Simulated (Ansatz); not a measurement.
A nudged elastic band was laid between two geometries of C$_{2}$H$_{7}$Si (10 atoms, charge 0, multiplicity 2).

All numbers below come from Ansatz, UHF/cc-pVDZ.

| Quantity | Value |
| --- | --- |
| movable images | 7 |
| climbing image | yes |
| spring | 5.0 eV/Å² |
| optimiser | quadratic models (default) |
| start path | through a guess of the saddle point |
| force threshold | 0.03 eV/Å |
| iteration limit | 60 |
| end points | relaxed |

Initial state:

```xyz
10
Properties=species:S:1:pos:R:3
C -0.821 0.596 -1.201
C -0.740 -0.210 0.058
Si 1.024 -0.293 0.786
H -0.533 0.154 -2.147
H -0.879 1.676 -1.152
H -1.072 -1.238 -0.116
H -1.395 0.208 0.829
H 1.512 1.076 1.109
H 1.957 -0.911 -0.196
H 1.032 -1.110 2.033
```

Final state:

```xyz
10
Properties=species:S:1:pos:R:3
C -0.822 0.235 -1.321
C -0.736 0.133 0.170
Si 1.026 -0.253 0.801
H -0.896 -0.662 -1.925
H -0.537 1.152 -1.822
H -1.399 -0.654 0.544
H -1.057 1.068 0.642
H 1.033 -0.340 2.289
H 1.970 0.819 0.381
H 1.500 -1.549 0.244
```

(1) Which bonds break or form, and what moves?

(2) What energy profile does the band end with?

(3) What is the geometry of the highest image?

(4) What are the harmonic wavenumbers there?

Answers

(1) No bond is made or broken. The dihedral C1–C2–Si3–H8 goes from 60 to -180°. The two ends are copies of one structure, up to a mirror image or an exchange of like atoms.

(2) The run converged. The highest image is number 4 of 0 to 8, 2.2 kcal/mol above the ends, which have the same energy within 2 meV. A vibrational analysis at the climbing image gives one clearly imaginary mode, 159i cm⁻¹: a first-order saddle point.

```csv
image,path coordinate (Å),energy (kcal/mol),dihedral C1–C2–Si3–H8 (°)
0,0.00,0.0,60
1,0.50,0.3,75
2,1.01,1.1,90
3,1.51,1.9,105
4,2.01,2.2,120
5,2.52,1.9,136
6,3.02,1.1,151
7,3.53,0.3,165
8,4.03,0.0,-180
```

(3) 
```xyz
10
Properties=species:S:1:pos:R:3:forces:R:3
C -0.830 0.381 -1.307 0.00 0.00 0.01
C -0.753 -0.008 0.137 0.00 0.00 0.00
Si 1.034 -0.266 0.805 -0.01 0.00 0.00
H -0.725 -0.374 -2.078 0.00 0.00 0.00
H -0.674 1.412 -1.601 0.00 -0.01 0.00
H -1.302 -0.939 0.310 0.00 0.00 0.00
H -1.227 0.754 0.762 0.00 0.00 0.00
H 1.310 0.669 1.932 0.00 0.00 0.00
H 2.042 -0.022 -0.263 0.00 0.00 0.00
H 1.208 -1.658 1.305 0.00 0.00 0.00
```

(4) 159i, 204, 263, 531, 584, 634, 746, 795, 1019, 1023, 1026, 1030, 1115, 1275, 1346, 1542, 1569, 2285, 2290, 2300, 3175, 3223, 3275, 3381 cm⁻¹.

The run took 100 s on 1 thread of Intel(R) Xeon(R) Platinum 8488C (Sapphire Rapids), on a shared host, peak memory 0.18 GiB.
